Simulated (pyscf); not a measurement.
Optimised with ωB97X-D3(BJ)/def2-SVP in PySCF.

Estimate the classical barrier height and the reaction energy of `[CH2]=[C]([CH3])[CH]1[CH2][CH]=[CH][CH2][CH2]1` → `[CH2]=[CH][C](=[CH2])[CH3]` + `[CH2]=[CH][CH]=[CH2]` at ωB97M-D3(BJ)/def2-TZVP. The step runs on the singlet surface, breaks C–C, C–C and forms none; take the reactant's lowest minimum found as zero.

ΔE‡ = 81.2 kcal/mol, ΔE = +40.8 kcal/mol. Zero-point energy shifts the barrier by -4.1 kcal/mol. It is a cycloreversion, with an imaginary mode of 671i cm⁻¹. On the reactant side the descent ends in another minimum, of other shape or electronic state, 56.7 kcal/mol over the lowest minimum found and 29.3 kcal/mol under the saddle at ωB97X-D3(BJ). At ωB97X-D3(BJ) the barrier from the zero used here is 85.9 kcal/mol. H₂C=CH–C(=CH₂)–CH₃ lies 12.0 kcal/mol over its isomer cyclic C₅H₈ (SMILES C1=CCCC1) (electronic energy, ωB97M-D3(BJ)). One saddle was located; it need not be the lowest between these sides.
